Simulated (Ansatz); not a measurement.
# C₄H₃Cl: one species, many methods

An exercise on one series of results from a longer session: the logs are not shown, and one member is left open.

Computed with Ansatz 0.2.0, Gaussian basis. Level: functionals in def2-TZVPP, the program's frozen cores in correlated methods.

Plan: LDA (SPW92), PBE-D4, revPBE-D4, BLYP-D4, r2SCAN-D4, B97M-V, PBE0-D4, B3LYP-D4, r2SCANh-D4, r2SCAN0-D4, HSE06-D4, BHLYP-D4, CAM-B3LYP-D4, LC-ωPBE, ωB97X-V, ωB97M-V, B2PLYP, PBE-QIDH; CCSD(T)/def2-SVP; CCSD(T)/def2-TZVPP; MP2/def2-QZVPP; extrapolation to the limit; RPA on PBE.

## The relaxed structure

The geometry comes from an earlier relaxation with PBE0-D4 in a triple-zeta def2 set; it is a stationary point, not always the lowest conformer.

SMILES `C=C1C=C1Cl`, 8 atoms, charge 0, spin multiplicity 1.

Atoms are counted from 1 here; the program's logs count them from 0.

Bond lengths: C1–C2 1.323 Å, C1–H6 1.082 Å, C1–H7 1.082 Å, C2–C3 1.449 Å, C2–C4 1.424 Å, C3–C4 1.311 Å, C3–H8 1.077 Å, C4–Cl5 1.672 Å. Angles: C2–C1–H6 120.9°, C2–C1–H7 120.5°, H6–C1–H7 118.6°, C1–C2–C3 152.4°, C1–C2–C4 153.2°, C3–C2–C4 54.3°, C2–C3–C4 61.9°, C2–C3–H8 148.6°, C4–C3–H8 149.5°, C2–C4–C3 63.8°, C2–C4–Cl5 148.3°, C3–C4–Cl5 147.9°.

Set-up of the first run:

Input file in.yaml:

```yaml
crystal:
  periodic: [false, false, false]
  atoms:
    - {symbol: C, position_ang: [0.041345, 1.499761, 0.020843]}
    - {symbol: C, position_ang: [-0.032373, 0.179708, -0.015350]}
    - {symbol: C, position_ang: [-0.753505, -1.061445, -0.210405]}
    - {symbol: C, position_ang: [0.518045, -1.128596, 0.102969]}
    - {symbol: Cl, position_ang: [1.850269, -2.089004, 0.419224]}
    - {symbol: H, position_ang: [-0.827397, 2.110374, -0.185455]}
    - {symbol: H, position_ang: [0.974905, 1.991860, 0.258296]}
    - {symbol: H, position_ang: [-1.679190, -1.559857, -0.445922]}
basis:
  gaussian: {orbitals: def2-TZVPP}
hamiltonian: {xc: lda}
output: {orbitals: {seedname: orbitals}}
```

Launch:

```bash
$ ansatz run in.yaml --threads 2 --pin off --events-out ev --progress --plain --max-ram 4352MiB
```

Among the steps run: LDA; PBE-D4 (GGA); revPBE-D4 (GGA); BLYP-D4 (GGA); r2SCAN-D4 (meta-GGA); B97M-V (meta-GGA); PBE0-D4 (hybrid); B3LYP-D4 (hybrid); r2SCANh-D4 (hybrid); r2SCAN0-D4 (hybrid); HSE06-D4 (hybrid); BHLYP-D4 (hybrid); CAM-B3LYP-D4 (range-separated); LC-ωPBE (range-separated); ωB97X-V (range-separated); ωB97M-V (range-separated); B2PLYP (double hybrid); PBE-QIDH (double hybrid).

One of the session's tables, all rows but one given; the rest of the session is left out.

It belongs to the step «Orbital energies across the functionals». 

```
  functional  HOMO (eV)  gap (eV)
 LDA (SPW92)      -5.37      3.37
      PBE-D4      -5.16      3.42
   revPBE-D4      -5.09      3.44
     BLYP-D4          ?         ?
   r2SCAN-D4      -5.31      3.80
      B97M-V      -5.28      3.90
     PBE0-D4      -6.19      5.49
    B3LYP-D4      -5.98      5.04
  r2SCANh-D4      -5.70      4.57
  r2SCAN0-D4      -6.30      5.72
    HSE06-D4      -5.80      4.71
    BHLYP-D4      -7.05      7.49
CAM-B3LYP-D4      -7.45      7.92
     LC-ωPBE      -8.79     10.46
     ωB97X-V      -8.40      9.99
     ωB97M-V      -8.30      9.80
```

Estimate the missing values for BLYP-D4.

Worked estimate for «HOMO (eV)». Against the share of exact exchange, B3LYP-D4 (0.2, -5.98), BHLYP-D4 (0.5, -7.05) give a slope of -3.57 per unit share; at 0 the line stands at -5.27.

As computed: HOMO (eV): -4.99; gap (eV): 3.40. In «HOMO (eV)» the line misses by -0.28.
